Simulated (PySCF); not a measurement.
# An isoelectronic set: 25 electrons

PBE0 in PySCF with def2-TZVPPD on every atom, for the lowest determinant that a PBE0 search found; no spin–orbit coupling. All have 25 electrons, 13 of them in the valence shells, and the same state, a doublet (π ↑). For ions De leads to the atom and ion picked by measured ionisation energies and electron affinities.

| species | difference of nuclear charges | Re (Å) | ωe (cm⁻¹) | k (mdyn/Å) | De (eV) | dissociates to |
| --- | --- | --- | --- | --- | --- | --- |
| PF⁻ | 6 | 1.702 | 646 | 2.89 | 1.98 | P + F⁻ |
| SO⁻ | 8 | 1.563 | 946 | 5.62 | 4.46 | S⁻ + O |
| SF | 7 | 1.595 | 862 | 5.21 | 3.67 | S + F |
| ClF⁺ | 8 | 1.525 | 983 | 7.00 | 3.11 | Cl⁺ + F |

Q: Which member of the whole set has the stiffest bond, and how does it compare with the softest?

A: ClF⁺ with k = 7.00 mdyn/Å, 2.4 times that of PF⁻.

For an ion De counts to the pair picked by the measured ionisation energies or electron affinities, which need not be the lowest pair at this level. The highest Kohn–Sham level is positive in some of these anions. Much of that is self-interaction error, but it also means that the finite basis helps to hold the extra electron. States were picked by a PBE0 search and need not be the measured ground states.
